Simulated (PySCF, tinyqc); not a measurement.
Inside a calculation (part 1 of 2). Method: RHF in the sto-3g basis, for H2O, spin multiplicity 1. The lowest restricted solution is unstable here: a spin-polarised one lies 0.0062 hartree lower (PySCF). Computed by tinyqc, a small Python program that keeps every step (integrals from PySCF). Settings: charge = 0, multiplicity = 1, basis = sto-3g, energy threshold = 1e-08, iteration cap = 89, orthogonalisation = canonical, start = Wolfsberg-Helmholz matrix, DIIS depth = 8, method = RHF. Command: `OMP_NUM_THREADS=1 python tinyqc.py 23502 23503 out.jsonl` (the two numbers bound the seeds that draw the settings). One thread of a shared host (Intel(R) Xeon(R) Processor @ 2.60GHz), about 0.06 s of CPU time with the checks. Later iterations appear only in the table of the cycle.

## One-electron integrals

Geometry (angstrom):
```
atom         x          y         z
O     0.000000   0.000000  0.000000
H     0.000000   1.107000  0.691000
H     0.000000  -1.107000  0.691000
```

Basis sto-3g: exponents (1/bohr^2) and contraction coefficients of normalised primitives:
```
element  l (shell)    exponent  coefficient
O            s (1)  130.709320     0.154329
O            s (1)   23.808861     0.535328
O            s (1)    6.443608     0.444635
O            s (2)    5.033151    -0.099967
O            s (2)    1.169596     0.399513
O            s (2)    0.380389     0.700115
O            p (3)    5.033151     0.155916
O            p (3)    1.169596     0.607684
O            p (3)    0.380389     0.391957
H            s (1)    3.425251     0.154329
H            s (1)    0.623914     0.535328
H            s (1)    0.168855     0.444635
```

Overlap, kinetic and nuclear-attraction integrals over the contracted functions; the nuclear repulsion is the sum of Za Zb / Rab.

nuclear repulsion = 6.72719152 hartree

overlap S, lower triangle:
```
           1O 1s     1O 2s    1O 2px     1O 2py    1O 2pz     2H 1s     3H 1s
1O 1s   1.000000
1O 2s   0.236704  1.000000
1O 2px  0.000000  0.000000  1.000000
1O 2py  0.000000  0.000000  0.000000   1.000000
1O 2pz  0.000000  0.000000  0.000000   0.000000  1.000000
2H 1s   0.023781  0.278689  0.000000   0.223222  0.139337  1.000000
3H 1s   0.023781  0.278689  0.000000  -0.223222  0.139337  0.083038  1.000000
```

kinetic energy T (hartree), lower triangle:
```
            1O 1s     1O 2s    1O 2px     1O 2py    1O 2pz      2H 1s     3H 1s
1O 1s   29.003200
1O 2s   -0.168011  0.808128
1O 2px   0.000000  0.000000  2.528731
1O 2py   0.000000  0.000000  0.000000   2.528731
1O 2pz   0.000000  0.000000  0.000000   0.000000  2.528731
2H 1s   -0.007635  0.018394  0.000000   0.075924  0.047392   0.760032
3H 1s   -0.007635  0.018394  0.000000  -0.075924  0.047392  -0.011445  0.760032
```

nuclear attraction V (hartree), lower triangle:
```
             1O 1s      1O 2s     1O 2px     1O 2py     1O 2pz      2H 1s      3H 1s
1O 1s   -61.429477
1O 2s    -7.375052  -9.862001
1O 2px    0.000000   0.000000  -9.750915
1O 2py    0.000000   0.000000   0.000000  -9.833498
1O 2pz   -0.008845  -0.110632   0.000000   0.000000  -9.783092
2H 1s    -0.757019  -1.998655   0.000000  -1.389214  -0.887189  -4.680039
3H 1s    -0.757019  -1.998655   0.000000   1.389214  -0.887189  -0.449313  -4.680039
```

core Hamiltonian H = T + V (hartree), lower triangle:
```
             1O 1s      1O 2s     1O 2px     1O 2py     1O 2pz      2H 1s      3H 1s
1O 1s   -32.426277
1O 2s    -7.543063  -9.053873
1O 2px    0.000000   0.000000  -7.222184
1O 2py    0.000000   0.000000   0.000000  -7.304767
1O 2pz   -0.008845  -0.110632   0.000000   0.000000  -7.254361
2H 1s    -0.764654  -1.980260   0.000000  -1.313290  -0.839797  -3.920007
3H 1s    -0.764654  -1.980260   0.000000   1.313290  -0.839797  -0.460757  -3.920007
```

## Two-electron integrals

Functions are numbered as in S; the eight-fold symmetry (ij|kl) = (ji|kl) = (kl|ij) leaves the list below.

Two-electron integrals (ij|kl) in chemists' order, unique and non-zero (hartree):
```
(11|11) 4.785065    (21|11) 0.741380    (21|21) 0.136873    (22|11) 1.118947
(22|21) 0.256633    (22|22) 0.817206    (31|31) 0.024477    (32|31) 0.037809
(32|32) 0.180518    (33|11) 1.115814    (33|21) 0.256684    (33|22) 0.817023
(33|33) 0.880159    (41|41) 0.024477    (42|41) 0.037809    (42|42) 0.180518
(43|43) 0.047444    (44|11) 1.115814    (44|21) 0.256684    (44|22) 0.817023
(44|33) 0.785270    (44|44) 0.880159    (51|51) 0.024477    (52|51) 0.037809
(52|52) 0.180518    (53|53) 0.047444    (54|54) 0.047444    (55|11) 1.115814
(55|21) 0.256684    (55|22) 0.817023    (55|33) 0.785270    (55|44) 0.785270
(55|55) 0.880159    (61|11) 0.075256    (61|21) 0.013794    (61|22) 0.025759
(61|33) 0.025712    (61|41) 0.000512    (61|42) 0.000973    (61|44) 0.025816
(61|51) 0.000320    (61|52) 0.000607    (61|54) 0.000065    (61|55) 0.025752
(61|61) 0.001406    (62|11) 0.213524    (62|21) 0.049721    (62|22) 0.179263
(62|33) 0.176047    (62|41) 0.003132    (62|42) 0.025678    (62|44) 0.182859
(62|51) 0.001955    (62|52) 0.016028    (62|54) 0.004252    (62|55) 0.178701
(62|61) 0.005117    (62|62) 0.052020    (63|31) 0.004814    (63|32) 0.029413
(63|43) 0.005100    (63|53) 0.003184    (63|63) 0.006827    (64|11) 0.141785
(64|21) 0.033405    (64|22) 0.128681    (64|33) 0.123112    (64|41) 0.006623
(64|42) 0.046458    (64|44) 0.137887    (64|51) 0.001129    (64|52) 0.010640
(64|54) 0.006039    (64|55) 0.124894    (64|61) 0.003561    (64|62) 0.045485
(64|64) 0.046187    (65|11) 0.088503    (65|21) 0.020852    (65|22) 0.080324
(65|33) 0.076848    (65|41) 0.001129    (65|42) 0.010640    (65|44) 0.079703
(65|51) 0.005519    (65|52) 0.036054    (65|54) 0.006882    (65|55) 0.084327
(65|61) 0.002223    (65|62) 0.028392    (65|64) 0.024569    (65|65) 0.022163
(66|11) 0.401663    (66|21) 0.094988    (66|22) 0.394895    (66|33) 0.380928
(66|41) 0.006629    (66|42) 0.077343    (66|44) 0.410782    (66|51) 0.004138
(66|52) 0.048278    (66|54) 0.018635    (66|55) 0.392560    (66|61) 0.009815
(66|62) 0.155534    (66|64) 0.155641    (66|65) 0.097152    (66|66) 0.774606
(71|11) 0.075256    (71|21) 0.013794    (71|22) 0.025759    (71|33) 0.025712
(71|41) -0.000512   (71|42) -0.000973   (71|44) 0.025816    (71|51) 0.000320
(71|52) 0.000607    (71|54) -0.000065   (71|55) 0.025752    (71|61) 0.001384
(71|62) 0.004940    (71|64) 0.003198    (71|65) 0.002150    (71|66) 0.009427
(71|71) 0.001406    (72|11) 0.213524    (72|21) 0.049721    (72|22) 0.179263
(72|33) 0.176047    (72|41) -0.003132   (72|42) -0.025678   (72|44) 0.182859
(72|51) 0.001955    (72|52) 0.016028    (72|54) -0.004252   (72|55) 0.178701
(72|61) 0.004940    (72|62) 0.039095    (72|64) 0.024252    (72|65) 0.020645
(72|66) 0.090998    (72|71) 0.005117    (72|72) 0.052020    (73|31) 0.004814
(73|32) 0.029413    (73|43) -0.005100   (73|53) 0.003184    (73|63) 0.004872
(73|73) 0.006827    (74|11) -0.141785   (74|21) -0.033405   (74|22) -0.128681
(74|33) -0.123112   (74|41) 0.006623    (74|42) 0.046458    (74|44) -0.137887
(74|51) -0.001129   (74|52) -0.010640   (74|54) 0.006039    (74|55) -0.124894
(74|61) -0.003198   (74|62) -0.024252   (74|64) -0.010659   (74|65) -0.012616
(74|66) -0.054123   (74|71) -0.003561   (74|72) -0.045485   (74|74) 0.046187
(75|11) 0.088503    (75|21) 0.020852    (75|22) 0.080324    (75|33) 0.076848
(75|41) -0.001129   (75|42) -0.010640   (75|44) 0.079703    (75|51) 0.005519
(75|52) 0.036054    (75|54) -0.006882   (75|55) 0.084327    (75|61) 0.002150
(75|62) 0.020645    (75|64) 0.012616    (75|65) 0.015612    (75|66) 0.051847
(75|71) 0.002223    (75|72) 0.028392    (75|74) -0.024569   (75|75) 0.022163
(76|11) 0.045427    (76|21) 0.010673    (76|22) 0.041749    (76|33) 0.040868
(76|44) 0.041788    (76|51) 0.000668    (76|52) 0.006554    (76|55) 0.042545
(76|61) 0.001084    (76|62) 0.011767    (76|64) 0.009076    (76|65) 0.007275
(76|66) 0.036795    (76|71) 0.001084    (76|72) 0.011767    (76|74) -0.009076
(76|75) 0.007275    (76|76) 0.003443    (77|11) 0.401663    (77|21) 0.094988
(77|22) 0.394895    (77|33) 0.380928    (77|41) -0.006629   (77|42) -0.077343
(77|44) 0.410782    (77|51) 0.004138    (77|52) 0.048278    (77|54) -0.018635
(77|55) 0.392560    (77|61) 0.009427    (77|62) 0.090998    (77|64) 0.054123
(77|65) 0.051847    (77|66) 0.238657    (77|71) 0.009815    (77|72) 0.155534
(77|74) -0.155641   (77|75) 0.097152    (77|76) 0.036795    (77|77) 0.774606
```

## Orthogonalisation

S = U s U^T; canonical form X = U s^(-1/2), so that X^T S X = 1. Each column of U has its largest component positive (the first on a tie).

eigenvalues of S: 0.553132  0.640079  0.899819  1.000000  1.089976  1.276883  1.540111

X:
```
                1          2          3         4          5          6         7
1O 1s   -0.433019   0.000000   0.680960  0.000000  -0.589642   0.000000  0.254907
1O 2s    0.930427   0.000000  -0.238718  0.000000  -0.265828   0.000000  0.505058
1O 2px   0.000000   0.000000   0.000000  1.000000   0.000000   0.000000  0.000000
1O 2py   0.000000   0.824192   0.000000  0.000000   0.000000   0.665312  0.000000
1O 2pz   0.350512   0.000000   0.685079  0.000000   0.642652   0.000000  0.196662
2H 1s   -0.562063  -0.664460  -0.246280  0.000000   0.207494   0.412624  0.381160
3H 1s   -0.562063   0.664460  -0.246280  0.000000   0.207494  -0.412624  0.381160
```

## Starting guess

The start is the generalised Wolfsberg-Helmholz matrix (K = 1.75) built on H; D = 2 C_occ C_occ^T.

D at the start, lower triangle:
```
            1O 1s      1O 2s    1O 2px     1O 2py    1O 2pz     2H 1s     3H 1s
1O 1s    2.083445
1O 2s   -0.355935   1.557286
1O 2px   0.000000   0.000000  2.000000
1O 2py   0.000000   0.000000  0.000000   1.700396
1O 2pz   0.057776  -0.213577  0.000000   0.000000  1.921068
2H 1s   -0.114100   0.337011  0.000000   0.256237  0.102389  0.123932
3H 1s   -0.114100   0.337011  0.000000  -0.256237  0.102389  0.046706  0.123932
```

## Iteration 1: building the Fock matrix

J_ij = sum D_kl (ij|kl), K_ij = sum D_kl (ik|jl); F = H + J - 0.5 K; E = tr D H + tr D J / 2 - 0.25 tr D K + E_nn.

Coulomb J (hartree), lower triangle:
```
            1O 1s      1O 2s    1O 2px     1O 2py    1O 2pz     2H 1s     3H 1s
1O 1s   17.995545
1O 2s    3.417831   8.510528
1O 2px   0.000000   0.000000  8.499972
1O 2py   0.000000   0.000000  0.000000   8.504476
1O 2pz  -0.006326  -0.013160  0.000000   0.000000  8.503971
2H 1s    0.344643   1.824890  0.000000   1.297267  0.809084  4.007325
3H 1s    0.344643   1.824890  0.000000  -1.297267  0.809084  0.420956  4.007325
```

exchange K (hartree), lower triangle:
```
           1O 1s      1O 2s    1O 2px     1O 2py    1O 2pz     2H 1s     3H 1s
1O 1s   9.777785
1O 2s   1.713185   2.658270
1O 2px  0.000000   0.000000  2.283469
1O 2py  0.000000   0.000000  0.000000   2.201710
1O 2pz  0.004947  -0.075723  0.000000   0.000000  2.266237
2H 1s   0.177304   0.694868  0.000000   0.455097  0.265205  0.509826
3H 1s   0.177304   0.694868  0.000000  -0.455097  0.265205  0.149604  0.509826
```

Fock matrix F (hartree), lower triangle:
```
             1O 1s      1O 2s    1O 2px     1O 2py     1O 2pz      2H 1s      3H 1s
1O 1s   -19.319625
1O 2s    -4.981825  -1.872480
1O 2px    0.000000   0.000000  0.136054
1O 2py    0.000000   0.000000  0.000000   0.098854
1O 2pz   -0.017645  -0.085931  0.000000   0.000000   0.116492
2H 1s    -0.508663  -0.502804  0.000000  -0.243571  -0.163316  -0.167595
3H 1s    -0.508663  -0.502804  0.000000   0.243571  -0.163316  -0.114603  -0.167595
```

total energy of this density = -74.17544715 hartree

## Iteration 1: diagonalisation and new density

Diagonalise F' = X^T F X, C = X C', fill 5 alpha and 5 beta electrons from the bottom; D = 2 C_occ C_occ^T. Each column has its largest component positive (the first on a tie).

F' = X^T F X (hartree), lower triangle:
```
           1         2          3         4          5          6          7
1  -0.758648
2   0.000000  0.553918
3   2.874914  0.000000  -7.080395
4   0.000000  0.000000   0.000000  0.136054
5  -2.748674  0.000000   7.645142  0.000000  -8.071748
6   0.000000  0.132948   0.000000  0.000000   0.000000  -0.241753
7   1.493450  0.000000  -4.553535  0.000000   5.000236   0.000000  -3.745894
```

orbital energies (hartree): MO1 -19.329632, MO2 -0.747064, MO3 -0.263379, MO4 0.005876, MO5 0.136054, MO6 0.414135, MO7 0.575545

coefficients C:
```
              MO1        MO2        MO3        MO4       MO5        MO6        MO7
1O 1s    0.993926  -0.221162   0.000000   0.125759  0.000000  -0.106066   0.000000
1O 2s    0.025320   0.802349   0.000000  -0.566740  0.000000   0.531817   0.000000
1O 2px   0.000000   0.000000   0.000000   0.000000  1.000000   0.000000   0.000000
1O 2py   0.000000   0.000000   0.524350   0.000000  0.000000   0.000000   0.920320
1O 2pz   0.002023   0.110291   0.000000   0.692664  0.000000   0.742912   0.000000
2H 1s   -0.003879   0.254965   0.513955   0.375001  0.000000  -0.599381  -0.589590
3H 1s   -0.003879   0.254965  -0.513955   0.375001  0.000000  -0.599381   0.589590
```

D after iteration 1, lower triangle:
```
            1O 1s      1O 2s    1O 2px     1O 2py    1O 2pz      2H 1s     3H 1s
1O 1s    2.105234
1O 2s   -0.447112   1.931200
1O 2px   0.000000   0.000000  2.000000
1O 2py   0.000000   0.000000  0.000000   0.549885
1O 2pz   0.129455  -0.608035  0.000000   0.000000  0.983905
2H 1s   -0.026168  -0.016112  0.000000   0.538985  0.575725   0.939596
3H 1s   -0.026168  -0.016112  0.000000  -0.538985  0.575725  -0.117004  0.939596
```

## Iteration 2: building the Fock matrix

As before.

Coulomb J (hartree), lower triangle:
```
            1O 1s      1O 2s    1O 2px     1O 2py    1O 2pz     2H 1s     3H 1s
1O 1s   16.746712
1O 2s    3.132453   7.772002
1O 2px   0.000000   0.000000  7.796738
1O 2py   0.000000   0.000000  0.000000   7.753003
1O 2pz  -0.017037  -0.015672  0.000000   0.000000  7.742681
2H 1s    0.315819   1.717797  0.000000   1.245874  0.780940  4.171797
3H 1s    0.315819   1.717797  0.000000  -1.245874  0.780940  0.409282  4.171797
```

exchange K (hartree), lower triangle:
```
           1O 1s      1O 2s    1O 2px     1O 2py    1O 2pz     2H 1s     3H 1s
1O 1s   9.756944
1O 2s   1.630012   2.438887
1O 2px  0.000000   0.000000  2.227042
1O 2py  0.000000   0.000000  0.000000   1.388677
1O 2pz  0.004183  -0.260858  0.000000   0.000000  1.597438
2H 1s   0.173575   0.652095  0.000000   0.521068  0.374632  1.120467
3H 1s   0.173575   0.652095  0.000000  -0.521068  0.374632  0.125161  1.120467
```

Fock matrix F (hartree), lower triangle:
```
             1O 1s      1O 2s     1O 2px     1O 2py     1O 2pz      2H 1s      3H 1s
1O 1s   -20.558037
1O 2s    -5.225615  -2.501315
1O 2px    0.000000   0.000000  -0.538967
1O 2py    0.000000   0.000000   0.000000  -0.246102
1O 2pz   -0.027974   0.004125   0.000000   0.000000  -0.310400
2H 1s    -0.535623  -0.588511   0.000000  -0.327951  -0.246173  -0.308444
3H 1s    -0.535623  -0.588511   0.000000   0.327951  -0.246173  -0.114056  -0.308444
```

total energy of this density = -74.76697688 hartree

## Iteration 2: DIIS over 2 matrices

error matrix X^T (FDS - SDF) X:
```
           1         2         3         4          5          6          7
1   0.000000  0.000000  0.103770  0.000000  -0.097911   0.000000  -0.220594
2   0.000000  0.000000  0.000000  0.000000   0.000000  -0.216850   0.000000
3  -0.103770  0.000000  0.000000  0.000000  -0.086113   0.000000  -0.133633
4   0.000000  0.000000  0.000000  0.000000   0.000000   0.000000   0.000000
5   0.097911  0.000000  0.086113  0.000000   0.000000   0.000000  -0.056970
6   0.000000  0.216850  0.000000  0.000000   0.000000   0.000000   0.000000
7   0.220594  0.000000  0.133633  0.000000   0.056970   0.000000   0.000000
```

B (overlaps of the stored error matrices):
```
                1               2
1   1.6966128e+00  -4.4224688e-01
2  -4.4224688e-01   2.8911846e-01
```

Minimise |sum c_i e_i|^2 with sum c_i = 1: solve [B -1; -1 0][c; lambda] = [0; -1] with B_ij = tr e_i^T e_j, and take F = sum c_i F_i.

DIIS coefficients: 0.254811  0.745189

extrapolated F (hartree), lower triangle:
```
             1O 1s      1O 2s     1O 2px     1O 2py     1O 2pz      2H 1s      3H 1s
1O 1s   -20.242476
1O 2s    -5.163495  -2.341081
1O 2px    0.000000   0.000000  -0.366964
1O 2py    0.000000   0.000000   0.000000  -0.158204
1O 2pz   -0.025342  -0.018822   0.000000   0.000000  -0.201623
2H 1s    -0.528753  -0.566672   0.000000  -0.306450  -0.225060  -0.272554
3H 1s    -0.528753  -0.566672   0.000000   0.306450  -0.225060  -0.114195  -0.272554
```

## Iteration 2: diagonalisation and new density

As before.

F' = X^T F X (hartree), lower triangle:
```
           1         2          3          4          5          6          7
1  -1.087301
2   0.000000  0.424001
3   3.130942  0.000000  -7.626955
4   0.000000  0.000000   0.000000  -0.366964
5  -2.817137  0.000000   7.829563   0.000000  -8.649158
6   0.000000  0.062595   0.000000   0.000000   0.000000  -0.460462
7   1.419250  0.000000  -4.720850   0.000000   5.200605   0.000000  -4.077793
```

orbital energies (hartree): MO1 -20.250572, MO2 -1.124029, MO3 -0.464870, MO4 -0.366964, MO5 -0.360318, MO6 0.293713, MO7 0.428409

coefficients C:
```
              MO1        MO2        MO3       MO4        MO5        MO6        MO7
1O 1s    0.994632  -0.245299   0.000000  0.000000   0.073535  -0.094842   0.000000
1O 2s    0.022471   0.929148   0.000000  0.000000  -0.365622   0.500927   0.000000
1O 2px   0.000000   0.000000   0.000000  1.000000   0.000000   0.000000   0.000000
1O 2py   0.000000   0.000000   0.605771  0.000000   0.000000   0.000000   0.868892
1O 2pz   0.002153   0.032687   0.000000  0.000000   0.763378   0.678270   0.000000
2H 1s   -0.003377   0.137915   0.458281  0.000000   0.360765  -0.644766  -0.633833
3H 1s   -0.003377   0.137915  -0.458281  0.000000   0.360765  -0.644766   0.633833
```

D after iteration 2, lower triangle:
```
            1O 1s      1O 2s    1O 2px     1O 2py    1O 2pz      2H 1s     3H 1s
1O 1s    2.109744
1O 2s   -0.464909   1.995002
1O 2px   0.000000   0.000000  2.000000
1O 2py   0.000000   0.000000  0.000000   0.733917
1O 2pz   0.100517  -0.497377  0.000000   0.000000  1.167639
2H 1s   -0.021321  -0.007673  0.000000   0.555227  0.559801   0.718410
3H 1s   -0.021321  -0.007673  0.000000  -0.555227  0.559801  -0.121677  0.718410
```

## Iteration 7 (converged): orbitals

converged F (hartree), lower triangle:
```
             1O 1s      1O 2s     1O 2px     1O 2py     1O 2pz      2H 1s      3H 1s
1O 1s   -20.269091
1O 2s    -5.164205  -2.378577
1O 2px    0.000000   0.000000  -0.384493
1O 2py    0.000000   0.000000   0.000000  -0.153099
1O 2pz   -0.020596  -0.024541   0.000000   0.000000  -0.203484
2H 1s    -0.530000  -0.558996   0.000000  -0.316028  -0.243112  -0.269368
3H 1s    -0.530000  -0.558996   0.000000   0.316028  -0.243112  -0.103466  -0.269368
```

As before.

F' = X^T F X (hartree), lower triangle:
```
           1         2          3          4          5          6          7
1  -1.123832
2   0.000000  0.441790
3   3.162808  0.000000  -7.619265
4   0.000000  0.000000   0.000000  -0.384493
5  -2.808132  0.000000   7.837848   0.000000  -8.673209
6   0.000000  0.071484   0.000000   0.000000   0.000000  -0.471289
7   1.397448  0.000000  -4.735736   0.000000   5.200700   0.000000  -4.085945
```

orbital energies (hartree): MO1 -20.276921, MO2 -1.154818, MO3 -0.476852, MO4 -0.384493, MO5 -0.383386, MO6 0.312874, MO7 0.447352

coefficients C:
```
              MO1        MO2        MO3       MO4        MO5        MO6        MO7
1O 1s    0.994718  -0.248266   0.000000  0.000000   0.072069  -0.087021   0.000000
1O 2s    0.022106   0.946028   0.000000  0.000000  -0.362584   0.470642   0.000000
1O 2px   0.000000   0.000000   0.000000  1.000000   0.000000   0.000000   0.000000
1O 2py   0.000000   0.000000   0.599365  0.000000   0.000000   0.000000   0.873323
1O 2pz   0.001881   0.039271   0.000000  0.000000   0.750218   0.692457   0.000000
2H 1s   -0.003237   0.117131   0.462930  0.000000   0.375291  -0.640572  -0.630446
3H 1s   -0.003237   0.117131  -0.462930  0.000000   0.375291  -0.640572   0.630446
```

D after iteration 7, lower triangle:
```
            1O 1s      1O 2s    1O 2px     1O 2py    1O 2pz      2H 1s     3H 1s
1O 1s    2.112589
1O 2s   -0.478016   2.053850
1O 2px   0.000000   0.000000  2.000000
1O 2py   0.000000   0.000000  0.000000   0.718477
1O 2pz   0.092376  -0.469648  0.000000   0.000000  1.128746
2H 1s   -0.010506  -0.050674  0.000000   0.554928  0.572288   0.737755
3H 1s   -0.010506  -0.050674  0.000000  -0.554928  0.572288  -0.119461  0.737755
```
